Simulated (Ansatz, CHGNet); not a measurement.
For fcc Cu, the machine-learned potential CHGNet-r²SCAN (trained on r²SCAN data) gives:

- equilibrium lattice constant a: 3.578 Å
- elastic constant C11: 178 GPa
- elastic constant C44: 59.3 GPa
- Voigt–Reuss–Hill shear modulus: 35.8 GPa

Question: What does HSE06 (Ansatz, a quantum-chemistry and plane-wave program, PAW) give for the same quantities?

Answer: 
- lattice constant a: 3.633 Å (increases by 1.5 %)
- elastic constant C11: 160 GPa (decreases by 10 %)
- elastic constant C44: 84.4 GPa (rises by 42 %)
- Voigt–Reuss–Hill shear modulus: 51.2 GPa (goes up by 43 %)

For comparison: lattice constant a 3.595 Å (measured, low-temperature or extrapolated to 0 K; zero-point anharmonic expansion removed; as tabulated in Csonka et al. (2009), arXiv:0903.4037); elastic constant C11 176 GPa (measured, 0 K, extrapolated to 0 K; zero-point effects included; as tabulated in Malica and Corso (2021), arXiv:2109.00459); elastic constant C44 81.8 GPa (measured, 0 K, extrapolated to 0 K; zero-point effects included; as tabulated in Malica and Corso (2021), arXiv:2109.00459).

Changes are worked out from the printed values.

Unless a cell is named, each level is at its own relaxed cell (CHGNet-r²SCAN 11.45, HSE06 11.99 Å³/atom).

Caveats: hybrids on metals are sensitive to the k mesh (HSE06); the run warned that the count of filled bands differs between k points (HSE06). Ansatz's density-functional and Hartree–Fock values are scalar-relativistic unless marked +SOC, with PAW data made under PBE.
